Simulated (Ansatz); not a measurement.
System: fcc Pt. Method: LDA (Ansatz, a quantum-chemistry and plane-wave program, PAW).

Numerical settings: plane-wave cutoff 520 eV, 24×24×24 k mesh, Fermi–Dirac smearing 0.05 eV, scalar-relativistic PAW data made under PBE.

The volume scan:

```csv
V (Å³/atom),E − E_lowest (meV/atom)
13.878,57.64
14.173,24.44
14.469,5.80
14.764,0.00
15.059,5.52
15.354,21.01
15.650,45.27
```

Question: Estimate the bulk modulus and its pressure derivative from these points.

Answer: V0 = 14.761 Å³/atom, B0 = 307 GPa, B′ = 5.3 (fit to the energies at full precision).

Measured, for comparison: bulk modulus 289 GPa (corrected for temperature and zero-point phonon effects; as tabulated in Levämäki et al. (2014), arXiv:1402.3671); equilibrium volume per atom 14.98 Å³/atom (static lattice: zero-point anharmonic expansion removed; as tabulated in Mejia-Rodriguez and Trickey (2018), arXiv:1807.09216). Computed (rounded) less measured: bulk modulus +6 %, equilibrium volume per atom -1.5 %.

Spin–orbit coupling is not included.

Static lattice: no zero-point or thermal effects.
